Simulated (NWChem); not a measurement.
**One shape, several levels: triplet CS2**

We compute a comparison of 6 runs (UHF/STO-3G, UHF/3-21G, UB3LYP/6-31G*, U-wB97X/cc-pVTZ, UB2PLYP/cc-pVTZ) of triplet CS2. 

The calculation is run with NWChem 7.3.0.

**1. Starting point**

CS2: 3 atoms, total charge 0, spin state triplet. As SMILES of the parent species, `S=C=S`. Geometry: relaxed at PBE0-D4/def2-TZVP. That shape belongs to the parent species and isn't relaxed for this state.

Bond lengths: S1–C2 1.548 Å, C2–S3 1.548 Å. Angles: S1–C2–S3 180.0°.

**2. A single-point energy at UHF/STO-3G (run 1)**

Input file run.py:

```python
from ase import Atoms
from ase.calculators.nwchem import NWChem

mol = Atoms('SCS', positions=[
    [1.357000, -0.156000, 0.729100],
    [-0.000000, -0.000000, -0.000000],
    [-1.357000, 0.156000, -0.729100],
])

calc = NWChem(
    label='input',
    theory='scf',
    memory='2200 mb',
    basis='STO-3G',
    basispar='spherical bse',
    scf={'nopen': '2', 'uhf': None, 'thresh': '1e-08', 'maxiter': '80'},
    task='energy',
)
mol.calc = calc

print("Total energy (eV):", round(mol.get_potential_energy(), 6))
```

Started as:

```bash
$ export ASE_NWCHEM_COMMAND="nwchem PREFIX.nwi > PREFIX.nwo"
$ python run.py
```

Standard output:

```text
Total energy (eV): -22411.736448
```

The calculator wrote input.nwi:

```
title "input"

permanent_dir input

scratch_dir input

start input

geometry units angstrom nocenter noautosym noautoz
  S  1.3570000000000000e+00 -1.5600000000000000e-01 7.2909999999999997e-01
  C  -0.0000000000000000e+00 -0.0000000000000000e+00 -0.0000000000000000e+00
  S  -1.3570000000000000e+00 1.5600000000000000e-01 -7.2909999999999997e-01
end

memory 2200 mb

basis spherical bse noprint
   * library STO-3G
end

scf
  nopen 2
  uhf
  thresh 1e-08
  maxiter 80
end

task scf energy
```

input.nwo:

```text
Northwest Computational Chemistry Package (NWChem) 7.3.0
             --------------------------------------------------------

           Job information
           ---------------

    nwchem branch   = 7.3.0
    use scalapack   = T
    input           = input.nwi
    prefix          = input.
    data base       = input/input.db
    status          = startup
    nproc           =        1

           Memory information
           ------------------

[... 5 lines left out ...]
    hardfail = no
[... 35 lines left out ...]
            Nuclear Dipole moment (a.u.)
[... 77 lines left out ...]
         Quadratically convergent UHF
[... 24 lines left out ...]
       Final UHF  results
[... 5 lines left out ...]
 Nuclear repulsion energy =    109.366281308007
[... 193 lines left out ...]
                     UHF Final Beta Molecular Orbital Analysis
[... 170 lines left out ...]
       Multipole analysis of the density wrt the origin
       ------------------------------------------------

     L   x y z        total         alpha         beta         nuclear
     -   - - -        -----         -----         ----         -------
     0   0 0 0      0.000000    -20.000000    -18.000000     38.000000

     1   1 0 0     -0.000000     -0.000000     -0.000000      0.000000
[... 8 lines of this table left out ...]
     2   0 0 2    -20.180320    -43.000960    -37.925942     60.746582

 Task  times  cpu:        2.9s     wall:        2.9s
 Total times  cpu:        2.9s     wall:        2.9s
```

It took 4.2 s on 1 thread of AMD EPYC 7R13 (Zen 3), shared host; peak memory 0.096 GiB.

**3. A single-point energy at UHF/3-21G (run 2)**

Input file run.py:

```python
from ase import Atoms
from ase.calculators.nwchem import NWChem

system = Atoms(['S', 'C', 'S'], positions=[
    [1.357000, -0.156000, 0.729100],
    [-0.000000, -0.000000, -0.000000],
    [-1.357000, 0.156000, -0.729100],
])

calc = NWChem(
    label='struct',
    theory='scf',
    memory='2200 mb',
    basis='3-21G',
    basispar='spherical bse',
    scf={'nopen': '2', 'uhf': None, 'thresh': '1e-08', 'maxiter': '80'},
    task='energy',
)
system.calc = calc

e = system.get_potential_energy()
print(f"E = {e:.6f} eV")
```

Started as:

```bash
$ export ASE_NWCHEM_COMMAND="nwchem PREFIX.nwi > PREFIX.nwo"
$ python run.py
```

Standard output:

```text
E = -22548.700383 eV
```

The calculator wrote struct.nwi:

```
title "struct"

permanent_dir struct

scratch_dir struct

start struct

geometry units angstrom nocenter noautosym noautoz
  S  1.3570000000000000e+00 -1.5600000000000000e-01 7.2909999999999997e-01
  C  -0.0000000000000000e+00 -0.0000000000000000e+00 -0.0000000000000000e+00
  S  -1.3570000000000000e+00 1.5600000000000000e-01 -7.2909999999999997e-01
end

memory 2200 mb

basis spherical bse noprint
   * library 3-21G
end

scf
  nopen 2
  uhf
  thresh 1e-08
  maxiter 80
end

task scf energy
```

struct.nwo:

```text
Northwest Computational Chemistry Package (NWChem) 7.3.0
             --------------------------------------------------------

           Job information
           ---------------

    nwchem branch   = 7.3.0
    use scalapack   = T
    input           = struct.nwi
    prefix          = struct.
    data base       = struct/struct.db
    status          = startup
    nproc           =        1

           Memory information
           ------------------

[... 5 lines left out ...]
    hardfail = no
[... 35 lines left out ...]
            Nuclear Dipole moment (a.u.)
[... 70 lines left out ...]
 2-e energy   =     423.706302
[... 18 lines left out ...]
  ga_iter_lsolve: convergence stagnant ... aborting solve
[... 13 lines left out ...]
      One electron energy =  -1362.053560322737
[... 9 lines left out ...]
          Final alpha eigenvalues
[... 242 lines left out ...]
                     UHF Final Beta Molecular Orbital Analysis
[... 217 lines left out ...]
       Multipole analysis of the density wrt the origin
       ------------------------------------------------

     L   x y z        total         alpha         beta         nuclear
     -   - - -        -----         -----         ----         -------
     0   0 0 0      0.000000    -20.000000    -18.000000     38.000000

     1   1 0 0      0.000000      0.000000      0.000000      0.000000
[... 8 lines of this table left out ...]
     2   0 0 2    -23.726431    -45.097591    -39.375422     60.746582

 Task  times  cpu:        3.4s     wall:        3.4s
 Total times  cpu:        3.5s     wall:        3.5s
```

Wall time 4.8 s (1 thread of AMD EPYC 7R13 (Zen 3), shared host); peak memory 0.096 GiB.

Run 3 isn't shown in full; the table further down has it.

**4. A single-point energy at UB3LYP/6-31G(d) (Cartesian functions) (run 4)**

Input file cs2.nw:

```
start cs2
title "CS2 energy"
memory stack 880 mb heap 220 mb global 1100 mb
charge 0
geometry units angstroms noautosym nocenter noautoz
   S      1.357000    -0.156000     0.729100
   C      0.000000     0.000000     0.000000
   S     -1.357000     0.156000    -0.729100
end
basis cartesian
   * library 6-31G*
end
dft
   xc b3lyp
   mult 3
   grid xfine
   convergence energy 1e-08
   maxiter 100
   mulliken
end
task dft energy
```

Started as:

```bash
$ nwchem cs2.nw > cs2.out
```

Standard output:

```text
[...]
          Wavefunction type:  spin polarized.
          No. of atoms     :     3
          No. of electrons :    38
[...]
          Charge           :     0
          Spin multiplicity:     3
[...]
          AO basis - number of functions:    53
[...]
              XC Information
              --------------
                         B3LYP Method XC Potential
                     Hartree-Fock (Exact) Exchange  0.200
                        Slater Exchange Functional  0.800 local
                    Becke 1988 Exchange Functional  0.720 non-local
              Lee-Yang-Parr Correlation Functional  0.810
                  VWN I RPA Correlation Functional  0.190 local
[...]
 d= 0,ls=0.0,diis     1   -834.3048042027 -9.44D+02  9.71D-03  1.22D-01     1.1
[...]
 d= 0,ls=0.0,diis    14   -834.3446564884 -4.50D-09  2.57D-06  4.16D-10    12.3
[...]
         Total DFT energy =     -834.344656488358
      One electron energy =    -1367.569966439960
           Coulomb energy =      480.661012399816
    Exchange-Corr. energy =      -56.801983756221
 Nuclear repulsion energy =      109.366281308007
[...]
      Total Density - Mulliken Population Analysis
     ---------------------------------------------
    Atom       Charge   Shell Charges
 -----------   ------   -------------------------------------------------------
    1 S   16    15.90   2.00  1.99  5.97  1.46  2.91  0.51  1.03  0.03
    2 C    6     6.20   1.99  0.71  2.04  0.59  0.86  0.01
    3 S   16    15.90   2.00  1.99  5.97  1.46  2.91  0.51  1.03  0.03
[...]
      <S2> =      2.0181 (Exact =     2.0000)
[...]
```

Wall time 13 s (1 thread of AMD EPYC 7R13 (Zen 3), shared host); peak memory 0.12 GiB.

Run 5 isn't shown in full; the table further down has it.

**5. The energy at UB2PLYP/cc-pVTZ (run 6)**

Input file calc.nw:

```
start calc
title "CS2 B2PLYP"
memory total 2200 mb

geometry noautosym nocenter noautoz
S     1.357000   -0.156000    0.729100
C     0.000000    0.000000    0.000000
S    -1.357000    0.156000   -0.729100
end

basis spherical bse
S library cc-pVTZ
C library cc-pVTZ
end

dft
xc hfexch 0.53 becke88 0.47 lyp 0.73 mp2 0.27
dftmp2 semidirect
mult 3
grid fine
convergence energy 1e-08
maxiter 100
mulliken
end

mp2
freeze core 11
end

task dft energy
```

Started as:

```bash
$ nwchem calc.nw > calc.out
```

Standard output:

```text
[...]
          Wavefunction type:  spin polarized.
          No. of atoms     :     3
          No. of electrons :    38
[...]
          Charge           :     0
          Spin multiplicity:     3
[...]
          AO basis - number of functions:    98
[...]
              XC Information
              --------------
                     Hartree-Fock (Exact) Exchange  0.530
                    Becke 1988 Exchange Functional  0.470
              Lee-Yang-Parr Correlation Functional  0.730
[...]
 d= 0,ls=0.0,diis     1   -833.9353285182 -9.43D+02  3.66D-03  7.60D-02     6.1
[...]
 d= 0,ls=0.0,diis    15   -833.9755851590 -2.57D-09  2.88D-07  6.48D-11    64.6
[...]
         Total DFT energy =     -833.975585159002
      One electron energy =    -1367.583529692710
           Coulomb energy =      480.596574055976
    Exchange-Corr. energy =      -56.354910830275
 Nuclear repulsion energy =      109.366281308007
[...]
      Total Density - Mulliken Population Analysis
     ---------------------------------------------
    Atom       Charge   Shell Charges
 -----------   ------   -------------------------------------------------------
    1 S   16    15.91   2.00  1.87  0.22  1.13  0.63  5.80  0.86  2.23  1.01  0.05  0.09  0.01
    2 C    6     6.17   1.95  0.18  0.81  0.22  0.84  1.52  0.54  0.02  0.09  0.01
    3 S   16    15.91   2.00  1.87  0.22  1.13  0.63  5.80  0.86  2.23  1.01  0.05  0.09  0.01
[...]
      <S2> =      2.0161 (Exact =     2.0000)
[...]
  Basis functions       =     98
[...]
```

Wall time 83 s (1 thread of AMD EPYC 7R13 (Zen 3), shared host); peak memory 0.23 GiB.

**6. All runs side by side**

```
run                                level  iteration cap  module  energy (Eh)  dipole moment (D)  HOMO energy (eV)  LUMO energy (eV)  wall time
  1                           UHF/STO-3G             80     scf  -823.616130               0.00             -3.32              3.60      4.2 s
  2                            UHF/3-21G             80     scf  -828.649462               0.00             -7.50             -1.60      4.8 s
  3  UB3LYP/6-31G* (spherical functions)            100     dft  -834.338166               0.00             -3.63                 –       13 s
  4  UB3LYP/6-31G* (Cartesian functions)            100     dft  -834.344656               0.00             -3.63                 –       13 s
  5                      U-wB97X/cc-pVTZ            100     dft  -834.381969               0.00             -6.63             -3.32    2.3 min
  6                      UB2PLYP/cc-pVTZ            100     dft  -834.126958               0.00             -5.53             -3.86       83 s
```

**7. Summary of results**

```
                                                       quantity          value
                                            run 6: total energy  -834.12696 Eh
                                run 6: dipole moment (SCF part)         0.00 D
run 6: HOMO energy (SCF part's orbitals) (highest over α and β)       -5.53 eV
 run 6: LUMO energy (SCF part's orbitals) (lowest over α and β)       -3.86 eV
                                                    run 6: ⟨S²⟩          2.016
```

Totals of different functionals can't be ranked against each other. In run 1 the basis is minimal, so the values are rough. Spin contamination of the reference: run 1 ⟨S²⟩ = 2.15. All runs together took 4.2 min, the longest 2.3 min.
